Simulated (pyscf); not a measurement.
# Concerted two-bond exchange: cyclopropane + H₂O → H₃C–CH₂–CH₂–OH

Gas phase, singlet surface, charge 0. Bonds broken: C1–C2, O10–H11. Bonds formed: C1–O10, C2–H11. PySCF, gas phase, ωB97X-D3(BJ)/def2-SVP geometries. Correlated levels are frozen-core, on RHF or UHF. ΔMP2 is the change of the MP2 total energy from the triple- to the quadruple-zeta basis.

Transition state (Å):

```xyz
12

C     -1.5954    -0.4288     0.3757
C     -0.1893     1.1773     0.0894
C     -0.6686    -0.0485    -0.7038
H     -2.6100    -0.0262     0.3533
H     -1.4920    -1.3754     0.9132
H     -0.5135     2.1286    -0.3513
H      0.8876     1.1430     0.3015
H     -1.1824     0.1857    -1.6503
H      0.1131    -0.7998    -0.8895
O     -1.4213     0.4615     2.2287
H     -0.8251     1.0400     1.4712
H     -0.7493    -0.0302     2.7275
```

One imaginary mode, 1622i cm⁻¹; descent along it reached the two sides named.

```json
[
 {"bond": "C1–C2", "change": "breaks", "reactant side (Å)": "1.508", "saddle": "2.154", "product side": "2.545"},
 {"bond": "O10–H11", "change": "breaks", "reactant side (Å)": "0.964", "saddle": "1.124", "product side": "2.6"},
 {"bond": "C1–O10", "change": "forms", "reactant side (Å)": "3.1", "saddle": "2.063", "product side": "1.413"},
 {"bond": "C2–H11", "change": "forms", "reactant side (Å)": "2.6", "saddle": "1.527", "product side": "1.101"}
]
```

Electronic energies relative to the separated reactants (kcal/mol):

| level | barrier | reaction energy | reverse barrier |
|---|---|---|---|
| ωB97X-D3(BJ)/def2-TZVP | 84.6 | -21.1 | 105.8 |
| PBE/def2-TZVP | 71.2 | -19.0 | 90.3 |
| r²SCAN/def2-TZVP | 76.2 | -20.7 | 96.9 |
| B3LYP-D3(BJ)/def2-TZVP | 77.0 | -21.7 | 98.7 |
| PBE0-D3(BJ)/def2-TZVP | 80.0 | -20.9 | 100.9 |
| M06-2X/def2-TZVP | 86.8 | -19.1 | 105.9 |
| ωB97M-D3(BJ)/def2-TZVP | 81.9 | -20.5 | 102.4 |
| HF/def2-TZVP | 104.0 | -20.8 | 124.8 |
| MP2/def2-QZVPP | 87.6 | -17.2 | 104.8 |
| CCSD/def2-TZVPP | 90.0 | -19.4 | 109.3 |
| CCSD(T)/def2-TZVPP | 84.3 | -19.4 | 103.7 |
| CCSD(T)/def2-TZVPP + ΔMP2(QZVPP) | 84.4 | -19.1 | 103.6 |

With CCSD(T)/def2-TZVPP + ΔMP2(QZVPP) energies and thermal terms (ideal gas, 1 atm, RRHO with modes under 100 cm⁻¹ raised to 100, one conformer, R ln 2 for rigid chiral ones), in kcal/mol:

```
T (K)   ΔH‡    ΔG‡     ΔH     ΔG
-----  ----  -----  -----  -----
298    81.3   90.3  -16.3   -7.4
600    81.8   99.2  -16.2   +1.7
900    82.7  107.8  -15.7  +10.5
1200   83.7  116.0  -14.8  +19.2
```

From the product side, •H₂C–CH₃ + •H₂C–OH lies, by one bond made or cut, 11.8 kcal/mol under this saddle at ωB97M-D3(BJ). The same reactants have a lower exit, to cyclopropane + H₂O (barrier +72.6 kcal/mol at ωB97M-D3(BJ), against +81.9 kcal/mol here). cyclopropane lies 6.6 kcal/mol over its isomer H₂C=CH–CH₃, and others may lie lower still (electronic energy, ωB97M-D3(BJ)). This is the saddle that the search found; another between the same sides may lie lower. The CCSD(T) − MP2 part came from Ansatz, without density fitting, on the same reference.
